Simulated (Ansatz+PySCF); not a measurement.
Values are calculated unless marked as measured or tabulated.
**Several solutions for singlet CO**

```yaml
atoms:
  - { symbol: C, position_ang: [0.0000, 0.0000, -1.3215] }
  - { symbol: O, position_ang: [0.0000, 0.0000, 0.9911] }
```

Basis set: STO-3G (spherical functions). Charge 0, multiplicity 1.

PBE0 (unrestricted) was run from several starts with Ansatz (development build ahead of 0.2.0) and PySCF 2.14.0.

| run | program | start | converged | energy (hartree) | <S²> |
| --- | --- | --- | --- | --- | --- |
| A | Ansatz | search for the lowest state | yes | -111.30754 | 1.91 |
| B | Ansatz | stability test followed | yes | -111.30754 | 1.91 |
| C | PySCF | program defaults | no | – | – |
| D | Ansatz | atomic start, no search | yes | -111.30754 | 1.91 |

(1) Which runs reached the lowest solution of this kind, and what is wrong with the others?

## Answers

(1) A, B, D reached the lowest solution found. Not converged: C. Caution: the unrestricted determinant is a mixture of spin states.
